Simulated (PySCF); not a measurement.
# C2H2S (Thioketene): the cost of one run

The runs use PySCF 2.14.0, with density-fitted response routines of our own; the level of theory stands in each step. All values are computed, except where a source is named. Atoms count from 0, in the outputs and in this text.

### 1 Starting geometry

5 atoms, charge 0, multiplicity 1; geometry from: GFN2-xTB. The atoms were then displaced at random by about 0.01 Å, so the start is not that level's minimum.

Bonds of the start (Å): C0–C1 1.27, C1–S2 1.54, C0–H3 1.09, C0–H4 1.07.

### 2 Relaxing the molecule at PBE0-D3(BJ)/def2-TZVP

What the job is given:

```
{"job": {"xc": "PBE0", "basis": "def2-TZVP", "d3": "d3bj", "grid": 2, "shake": 0.01, "kind": "geom"}, "charge": 0, "multiplicity": 1}
C     -0.579960    -0.011950     0.030540
C      0.685010    -0.018290    -0.041500
S      2.224640    -0.049670    -0.123300
H     -1.108150     0.941830     0.112240
H     -1.187970    -0.895890    -0.015870
```

Started as:

```console
OMP_NUM_THREADS=1 python probes_run.py task.json out
```

This one command runs all jobs of the session in turn.

Q: Estimate the wall time and peak memory of this first job on 1 thread of Intel Xeon 6975P-C, shared host.

About 9.7 s, with a peak of 0.44 GiB.
